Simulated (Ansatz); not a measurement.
**Two structures, one formula**

Two relaxed structures of CH5AlN, doublet (PBE0-D4/def2-TZVP; forces vanish, vibrations not checked).

A:

C1  (-0.848, 0.760, -1.180)
Al2  (-0.002, 0.413, 0.511)
N3  (0.852, -1.120, 0.741)
H4  (-0.844, 0.073, -2.026)
H5  (-1.393, 1.674, -1.408)
H6  (-0.029, 1.436, 1.719)
H7  (1.323, -1.387, 1.590)
H8  (0.940, -1.849, 0.052)
(Å)

B:

```tsv
atom	x (Å)	y (Å)	z (Å)
C1	0.0741	0.2019	0.4379
Al2	-0.8110	0.6819	-1.1846
N3	0.7481	-0.9443	0.6989
H4	-0.7701	-0.3636	-2.3863
H5	-1.5431	2.0859	-1.2701
H6	0.0779	0.8787	1.2918
H7	1.1891	-1.1225	1.5836
H8	0.8298	-1.6656	0.0045
```

Program: Ansatz 0.2.0. Basis: def2-TZVPP. Cores are frozen in the correlated methods; orbitals are unrestricted. B3LYP uses VWN-RPA correlation.

(1) Which structure is lower at CCSD(T), and by how much? (An estimate is asked for; the value comes from the calculation.)

The T1 diagnostic stays at or below 0.019. ⟨S²⟩ of the unrestricted Hartree–Fock references: 0.76 (a pure state has 0.75).

## Answers

(1) The calculation gives: A, by 1.171 eV (electronic energy, against the other). By their contacts, A is CH₅AlN ([CH2][AlH][NH2]) and B is CH₅AlN ([NH2][CH][AlH2]).

All methods give the same order:

```tsv
method	E(B) − E(A) (eV)
PBE-D4	0.838
r2SCAN-D4	1.080
PBE0-D4	0.964
B3LYP-D4	1.007
wB97M-V	1.057
HF	1.402
MP2	1.226
CCSD	1.214
CCSD(T)	1.171
```

Labels in which every atom is bracketed show which atoms are joined, not bond orders.

For scale, one of the runs: CCSD(T)/def2-TZVPP, 174 basis functions, launched by `ansatz run in.yaml --threads 2 --pin off --events-out ev --progress --plain --max-ram 4352MiB`. Time: 96 s of wall clock on 2 CPU threads of an Arm Neoverse V2; the host was shared. Peak host memory: 3.6 GiB.
